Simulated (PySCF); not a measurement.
J couplings in [C₃H₈N]+

Geometry:
```csv
atom,x (Å),y (Å),z (Å)
N1,1.421,-0.063,0.200
C2,0.121,-0.233,-0.488
C3,-1.082,-0.558,0.333
C4,-0.935,0.802,-0.283
H5,1.897,-0.965,0.342
H6,1.306,0.366,1.128
H7,2.058,0.544,-0.336
H8,0.261,-0.694,-1.468
H9,-1.794,-1.270,-0.091
H10,-0.971,-0.638,1.420
H11,-1.540,1.069,-1.153
H12,-0.724,1.643,0.385
```

Total charge +1.

Couplings: B3LYP/pcJ-1 (spin–dipole term only in couplings to heteroatoms) in PySCF, geometry PBE0-D3(BJ)/def2-SVP; gas phase, one conformer, non-relativistic. Couplings are averaged over pairs made equivalent by symmetry, fast rotation or ring inversion, so a value needn't be that of the named pair in this geometry, while other rotamers aren't included; one pair stands for each set, and the list holds those of at least 1.5 Hz over up to four bonds.

Isotopes: ¹³C, ¹H, ¹⁵N.

```
    pair  bonds  J (Hz)
  N1, C2      1       ?
  N1, H5      1   -78.3
  C2, C3      1    14.6
  C2, H8      1   200.2
  C3, C4      1    16.4
  C3, H9      1   184.3
 C3, H10      1       ?
  N1, H8      2       ?
  C2, H5      2    -3.1
 C2, H10      2    -3.6
 C3, H11      2    -2.5
 C3, H12      2    -2.6
  H5, H6      2       ?
 H9, H10      2   -10.3
  N1, H9      3       ?
 N1, H10      3    -4.8
  C3, H5      3       ?
  H5, H8      3       ?
  H8, H9      3     8.1
 H8, H10      3     3.9
 H9, H11      3    12.5
 H9, H12      3     9.3
H10, H12      3    14.6
```

Q: Estimate the withheld couplings, with signs.

A: 
- ¹J(N1,C2) = -4.4 Hz (bond length 1.480 Å)
- ¹J(C3,H10) = 171.3 Hz (bond length 1.095 Å, sp3 carbon)
- ²J(N1,H8) = -4.7 Hz (angle at C2 111°)
- ²J(H5,H6) = -14.7 Hz
- ³J(N1,H9) = -2.1 Hz (dihedral angle 141°)
- ³J(C3,H5) = 2.6 Hz (mean over equivalent pairs that range from 0.6 to 6.0 Hz in this conformer)
- ³J(H5,H8) = 6.2 Hz (mean over equivalent pairs that range from 1.7 to 15.1 Hz in this conformer)
